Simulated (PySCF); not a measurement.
**Atomic charges against the basis set**

Allyl fluoride, C3H5F.
Geometry (PBE0-D3(BJ)/def2-SVP, Å), atoms numbered from 1 in this order:
```xyz
9
C3H5F angstrom
C      1.1978    0.6689    0.2391
C      0.3494   -0.0740   -0.4683
C     -1.0039   -0.4840    0.0046
F     -1.2775   -0.0066    1.2562
H      0.9274    1.0264    1.2357
H      2.1804    0.9395   -0.1540
H      0.6209   -0.4363   -1.4673
H     -1.7801   -0.1155   -0.6927
H     -1.0817   -1.5877    0.0210
```

PBE0 throughout (PySCF), one geometry, spherical d and f functions. Geometry: PBE0-D3(BJ)/def2-SVP, one conformer, isolated molecule. The first 7 of 8 kinds of atom are listed.

Mulliken charges (e):

```csv
basis,functions,C1,C2,C3,F4,H5,H6,H7
pcSseg-0,46,-0.393,-0.340,-0.042,-0.387,+0.234,+0.224,+0.231
cc-pVDZ,81,-0.020,-0.210,+0.249,-0.232,+0.048,+0.046,+0.025
pcSseg-1,93,-0.165,-0.339,+0.223,-0.329,+0.130,+0.125,+0.119
aug-cc-pVDZ,137,+0.375,+0.651,+0.890,-0.438,-0.392,-0.374,-0.486
IGLO-III,190,-0.244,-0.078,+0.028,-0.264,+0.119,+0.110,+0.089
cc-pVTZ,190,-0.276,-0.161,+0.161,-0.216,+0.130,+0.122,+0.121
```

IAO charges (e):

```csv
basis,functions,C1,C2,C3,F4,H5,H6,H7
pcSseg-0,46,-0.299,-0.169,+0.004,-0.291,+0.157,+0.151,+0.148
cc-pVDZ,81,-0.312,-0.158,+0.043,-0.309,+0.156,+0.151,+0.146
pcSseg-1,93,-0.311,-0.161,+0.044,-0.318,+0.157,+0.152,+0.147
aug-cc-pVDZ,137,-0.324,-0.161,+0.041,-0.324,+0.162,+0.157,+0.152
IGLO-III,190,-0.325,-0.162,+0.041,-0.325,+0.163,+0.157,+0.153
cc-pVTZ,190,-0.323,-0.161,+0.042,-0.321,+0.162,+0.156,+0.151
```

Task: Which scheme is steadiest as the basis changes?

Result: Largest range over the bases for any column: IAO 0.04 e, Mulliken 0.99 e. IAO charges move least and Mulliken charges most, counted in e.

Task: What do the same runs give for the total energy, the frontier levels and the dipole moment?

Result: 
```csv
basis,energy (Eh),HOMO (eV),LUMO (eV),μ (D)
pcSseg-0,-216.3978,-7.71,0.38,1.93
cc-pVDZ,-216.9038,-7.48,0.46,1.58
pcSseg-1,-216.8727,-7.64,0.23,1.72
aug-cc-pVDZ,-216.9218,-7.64,-0.02,1.68
IGLO-III,-216.9874,-7.64,0.06,1.68
cc-pVTZ,-216.9736,-7.60,0.23,1.61
```

The dipole is fixed by the density alone, so its range of 0.35 D shows that the density itself changes with the basis, not only its division among atoms.
